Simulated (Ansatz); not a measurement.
```yaml
crystal:
  periodic: [true, true, true]
  atoms:
    - {symbol: Al, position_ang: [-0.863101, 0.309267, -0.437115]}
    - {symbol: S, position_ang: [0.863101, -0.309267, 0.437115]}
basis:
  gaussian: {orbitals: aug-cc-pVTZ}
total_charge: 1
hamiltonian: {xc: {name: wB97}, pseudopotentials: {relativity: none}}
accuracy: high
```

```sh
$ ansatz run in.yaml --threads 2 --pin off --events-out ev --progress --plain --max-ram 32768MiB --backend cpu
```

Task: How does Ansatz answer? (An estimate is asked.)

Result: The calculation gave: The program refused the input.
```
Error: YAML parse error: error: line 2 column 3: crystal: missing field `lattice` (a structure is typed as `lattice` and `atoms`, a molecule's as `atoms` in Å alone, or read from a run's directory, `checkpoint`)
 --> <input>:2:3
1 | crystal:
2 |   periodic: [true, true, true]
3 |   atoms:
4 |     - {symbol: Al, position_ang: [-0.863101, 0.309267, -0.437115]}
```
